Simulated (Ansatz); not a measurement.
System: C$_{2}$HO, net charge 0, doublet state. It need not be the lowest isomer of its formula. 
Geometry from a B3LYP-D3(BJ)/def2-TZVP (Ansatz, a quantum-chemistry and plane-wave program) optimisation:
SMILES: O=C=[CH]
```xyz
4

C      0.2424    -0.1985    -1.2225
C     -0.0383    -0.0128     0.0205
H     -0.2306    -0.6396    -2.0763
O     -0.1243     0.2384     1.1610
```
Charge 0, spin multiplicity 2.

Computed values are from Ansatz. Valence correlation only, unless marked. Open shells are spin-unrestricted. Spin-orbit coupling is left out. Non-relativistic. CBS marks a two-point X^-3 extrapolation of the correlation energy; Hartree-Fock from the larger set. The bracket is a focal-point correction in the basis named.

Question: What is the atomisation energy De at RI-MP2/CBS(aug-cc-pVTZ,aug-cc-pVQZ)+[CCSD(T)-MP2]/aug-cc-pVTZ?

Answer: 417.7 kcal/mol.

Question: What is the total energy at RI-MP2/CBS(aug-cc-pVTZ,aug-cc-pVQZ)+[CCSD(T)-MP2]/aug-cc-pVTZ?

Answer: -151.7544 Eh.

Question: What is the dipole moment at CCSD(T)/aug-cc-pVDZ?

Answer: 1.62 D.

Question: What is the T1 diagnostic at CCSD/aug-cc-pVTZ?

Answer: 0.024.
